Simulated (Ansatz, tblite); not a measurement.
# The cluster LiAl3+: rung by rung

How do method and basis change the picture of the cluster LiAl3+ (doublet)?

The runs use Ansatz 0.2.0, Gaussian basis; as each input shows.

Levels to be run: GFN1-xTB, GFN2-xTB, PBE-D4/def2-TZVP, r2SCAN-D4/def2-TZVP, revPBE-D4/def2-TZVP, r2SCANh-D4/def2-TZVP, B2PLYP/def2-TZVP, HF/def2-TZVP, r2SCAN0-D4/def2-TZVP, LC-ωPBE(0.10)/def2-TZVP, LC-ωPBE(0.15)/def2-TZVP, LC-ωPBE(0.20)/def2-TZVP, LC-ωPBE(0.30)/def2-TZVP, PBE-D4/def2-SVP, PBE0-D4/def2-SVP, HF/6-31G, B3LYP-D4/6-31G, CCSD(T)/def2-TZVPP, MP2/def2-TZVP, RPA/def2-TZVP.

3 further runs of the same task are left out: 3 set aside as unsound or not needed.

**1. The geometry**

The geometry is that of the doublet, from an earlier relaxation (r2SCAN-D4/def2-TZVP). At that level it is the lowest of the isomers that a small search found.

4 atoms, charge 1, spin multiplicity 2.

Bond lengths: Al2–Al3 2.531 Å, Al2–Al4 2.529 Å, Al3–Al4 2.532 Å. Angles: Al3–Al2–Al4 60.0°, Al2–Al3–Al4 59.9°, Al2–Al4–Al3 60.0°.

The ion is computed in the gas phase, without counter-ions or solvent.

PBE0-D4/def2-TZVP was run before; its log isn't repeated, and its numbers join the tables.

**2. GFN1-xTB**

Tight binding, by tblite at 300 K electronic temperature and without a spin-polarisation term:

```python
tblite.interface.Calculator('GFN1-xTB', numbers, positions, charge=1, uhf=1).singlepoint()
```

Energy -99.4511 eV; 0.003 s.

**3. GFN2-xTB**

Tight binding, by tblite at 300 K electronic temperature and without a spin-polarisation term:

```python
tblite.interface.Calculator('GFN2-xTB', numbers, positions, charge=1, uhf=1).singlepoint()
```

Energy -77.0677 eV; 0.004 s.

**4. PBE-D4/def2-TZVP**

start.molden holds the orbitals of an earlier run on this state, given as this run's starting guess.

The input, in.yaml:

```yaml
crystal:
  periodic: [false, false, false]
  atoms:
    - {symbol: Li, position_ang: [-1.478509, -0.851099, -1.058305]}
    - {symbol: Al, position_ang: [0.806278, -1.008091, 0.958386]}
    - {symbol: Al, position_ang: [-0.476746, 1.173819, 0.988981]}
    - {symbol: Al, position_ang: [1.148986, 0.685370, -0.889062]}
basis:
  gaussian: {orbitals: def2-TZVP, initial_orbitals: start.molden}
total_charge: 1
magnetization: {spin_polarized: true, initial_magnetization: 1}
hamiltonian: {xc: pbe, dispersion: d4}
scf: {omitted_lower_state_checks: [starts]}
output: {orbitals: {seedname: orbitals}}
```

Command:

```console
$ ansatz run in.yaml --threads 4 --pin off --events-out ev --progress --plain --max-ram 3916MiB
```

The runs that follow: r2SCAN-D4/def2-TZVP; revPBE-D4/def2-TZVP; r2SCANh-D4/def2-TZVP; B2PLYP/def2-TZVP; HF/def2-TZVP; r2SCAN0-D4/def2-TZVP; LC-ωPBE(0.10)/def2-TZVP; LC-ωPBE(0.15)/def2-TZVP; LC-ωPBE(0.20)/def2-TZVP; LC-ωPBE(0.30)/def2-TZVP; PBE-D4/def2-SVP; PBE0-D4/def2-SVP; HF/6-31G; B3LYP-D4/6-31G; CCSD(T)/def2-TZVPP; MP2/def2-TZVP; RPA/def2-TZVP.

Q: Predict the results of all the runs planned. Wanted: gap in def2-TZVP, named functionals and Hartree-Fock, smallest and largest; gap over the ω; correlation energy, CCSD(T)/def2-TZVPP; correlation energy, MP2/def2-TZVP; ⟨S²⟩ in def2-TZVP, named functionals and Hartree-Fock, smallest and largest; PBE0 total energy, smallest basis above largest.

**Answer**, as computed:

| quantity | value |
| --- | --- |
| gap in def2-TZVP, named functionals and Hartree-Fock, smallest and largest | 0.83 eV (PBE-D4), 6.99 eV (HF) |
| gap over the ω (1/bohr) | 3.54 eV at 0.1, 5.82 eV at 0.3 |
| correlation energy, CCSD(T)/def2-TZVPP | -7.23 eV |
| correlation energy, MP2/def2-TZVP | -5.52 eV |
| ⟨S²⟩ in def2-TZVP, named functionals and Hartree-Fock, smallest and largest | 0.771, 1.241 |
| PBE0 total energy, smallest basis above largest | 7.18 eV (def2-SVP, def2-TZVP) |

What this shows: Orbital gaps of the named functionals and Hartree-Fock in def2-TZVP span 0.83 eV (PBE-D4) to 6.99 eV (HF); exact exchange widens it. Raising the ω (1/bohr) from 0.1 to 0.3 moves the HOMO by -1.28 eV and the LUMO by +1.00 eV. Over the named functionals and Hartree-Fock in def2-TZVP spin contamination reaches 0.49 (HF), so some levels may describe another state. Notes on CCSD(T)/def2-TZVPP: large T1 diagnostic, spin contamination.
